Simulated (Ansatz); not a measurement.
What SiS (SMILES [Si-]#[S+]) costs in Ansatz

SiS has 2 atoms, charge 0, and is taken as a singlet. As SMILES, `[Si-]#[S+]`. Geometry: the measured bond length.

```xyz
2

Si    0.0000    0.0000    0.0000
S     0.0000    0.0000    1.9293
```

Program: Ansatz 0.2.0. Hardware: 1 thread of Arm Neoverse V1, shared host, so times are rough. Ansatz fits the integrals of SCF and DFT runs by default. Its times include its search for lower SCF states.

Problem. Estimate their order by wall time, quickest first.
A. energy at HF/pc-1
B. energy at RPA@PBE/cc-pV(5+d)Z, 10 core orbitals frozen
C. an optimisation at MP2/def2-SVP, 10 core orbitals frozen
D. an optimisation at MP2/def2-SVP (density fitting with def2-universal-jkfit, def2-SVP-rifit for correlation), 10 core orbitals frozen

Solution. A (0.25 s), D (0.79 s), C (2.1 s), B (11 s).
